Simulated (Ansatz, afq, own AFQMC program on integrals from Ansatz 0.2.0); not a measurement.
AFQMC on a folder of integrals that Ansatz 0.2.0 wrote.

```yaml
crystal:
  periodic: [false, false, false]
  atoms:
    - {symbol: B, position_ang: [0.000000, 0.000000, 0.043923]}
    - {symbol: N, position_ang: [0.000000, 0.000000, -1.261739]}
    - {symbol: H, position_ang: [0.000000, 0.000000, 1.217815]}
basis:
  gaussian: {orbitals: cc-pVDZ}
total_charge: 1
magnetization: {spin_polarized: true, initial_magnetization: 2}
correlation: {method: ccsd_t, electrons: outside_noble_gas, hamiltonian_folder: ham}
```

```sh
$ ansatz run in.yaml --threads 1 --pin off --events-out ev --progress --plain --max-ram 24576MiB --backend cuda --devices 0, --max-vram 18GiB
```

afq runs on the folder ham with

```
--method free --trial hf --walkers 20 --time-step 0.05 --max-blocks 30 --target-error 0.00068 --factor-cut 1e-05 --seed 1039 --times 0,2,5,8,12 --taylor-order 4
```

Times are imaginary, in 1/Eh. The walk had a cap of 60 s.

```
orbitals 31  electrons 5 3  factors 229 of 311
reference energy -79.29331992 Eh
CCSD correlation -0.16955112 Eh in 10 cycles, weight of the determinant in the CISD state 0.9291
repeat  energy at the last time / Eh  error
    10  -79.435653  0.034911
    20  -79.418842  0.019774
    30  -79.434383  0.024364
time / (1/Eh)  energy / Eh  error  mean overlap
  0.00  -79.462047  0.003329  1.0000
  2.00  -79.469313  0.007984  0.9357
  5.00  -79.470015  0.009639  0.9189
  8.00  -79.459285  0.022717  0.9000
 12.00  -79.434383  0.024364  0.8933
energy -79.434383 +/- 0.024364 Eh
```

The run failed at least one of its tests; the cautions name the faults.

Against this walk (error 663.0 meV) on the same determinant: CCSD(T) 871.0 meV lower (within the noise), CCSDT(Q) 897.5 meV lower (within the noise), CCSDTQ 897.8 meV lower (within the noise). The error is statistical, and a free projection of finite length keeps a remainder of its start.

A setting was made bad on purpose (projection too long), so the walk's energy isn't to be trusted.

Cautions: remainder of the start not in the error; error above the target (663.0 against 18.5 meV); so few walkers bias the energy; the time-step error isn't removed.

CCSDT and higher add their correlation energy to the determinant of the CCSD(T) run, since their own runs factorise the integrals more tightly (a shift of under 2 meV). A walk keeps the symmetry of its determinant, which the program's search chose and which needn't be the lowest solution, so a lower state of the same spin and another symmetry isn't excluded.
